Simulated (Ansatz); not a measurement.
# BOF+ (quartet): the correlation ladder, def2-QZVPP

The task here is to estimate one member of a computed series from the others.

The runs use Ansatz 0.2.0, Gaussian basis; def2-QZVPP, core rule «outside noble gas», up to 3 orbitals frozen.

To be run: UHF; ROHF; CCSD(T) on UHF.

2 further runs of the same task are left out: 2 set aside as unsound or not needed.

### The geometry

The geometry is a PBE0/def2-TZVP stationary point (not a proven minimum) of the parent state, kept for this charge and spin.

3 atoms, charge 1, spin multiplicity 4.

Atoms are counted from 1 here; the program's logs count them from 0.

Bond lengths: B1–O2 1.371 Å, B1–F3 1.310 Å. Angles: O2–B1–F3 114.8°.

The first run:

Contents of in.yaml:

```yaml
crystal:
  periodic: [false, false, false]
  atoms:
    - {symbol: B, position_ang: [0.000000, -0.551074, 0.049105]}
    - {symbol: O, position_ang: [0.000000, 0.175594, 1.211243]}
    - {symbol: F, position_ang: [0.000000, 0.165712, -1.047985]}
basis:
  gaussian: {orbitals: "def2-QZVPP.json"}
total_charge: 1
magnetization: {spin_polarized: true, initial_magnetization: 3}
hamiltonian: {xc: hf}
output: {orbitals: {seedname: orbitals}}
```

On the command line:

```console
> ansatz run in.yaml --threads 1 --pin off --events-out ev --progress --plain --max-ram 2393MiB
```

Among the steps run: UHF; ROHF; CCSD(T) on UHF.

One of the session's tables, all rows but one given; the rest of the session is left out.

| method | from UCCSD(T) (meV) |
| --- | --- |
| ROHF | +14284.1 |
| UHF | +14062.6 |
| UMP2 | +957.2 |
| UCCSD | ? |
| UCCSD(T) | 0 |

Estimate the missing values for UCCSD.

As computed: from UCCSD(T) (meV): +476.7. In the column «from UCCSD(T) (meV)» it lies between UCCSD(T) (0) and UMP2 (+957.2).
